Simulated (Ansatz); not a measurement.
## Trigonal Te

Computed with PBE in Ansatz (plane waves, PAW).

Settings: plane-wave cutoff 520 eV, 12×12×6 k mesh (along the axes of the cell as run), Fermi–Dirac smearing 0.01 eV, scalar-relativistic PAW data made under PBE.

Cell (measured lattice):

Space group P3₁21 (No. 152); a = 4.451 Å, b = 4.451 Å, c = 5.926 Å, α = 90.00°, β = 90.00°, γ = 120.00°

```csv
atom,site,symmetry,x,y,z
Te,3a,.2.,0.7264,0.7264,0.0000
```

- band gap = 0.16 eV
- smallest direct gap on the k points sampled = 0.19 eV
- Γ–Γ gap = 1.93 eV

Measured, for comparison: band gap 0.33 eV (temperature not stated, not corrected to a static lattice, compiled measured gap; kind and temperature not stated; as tabulated in Kothakonda et al. (2022), arXiv:2208.02841).

Note: cell and atoms aren't relaxed at this level (largest force component 0.04 eV/Å, pressure 1.0 GPa).

Spin–orbit coupling is not included; it can close the smallest gap of 0.16 eV.

It cost roughly 90 core-seconds of CPU time.

Ansatz is an electronic-structure program.
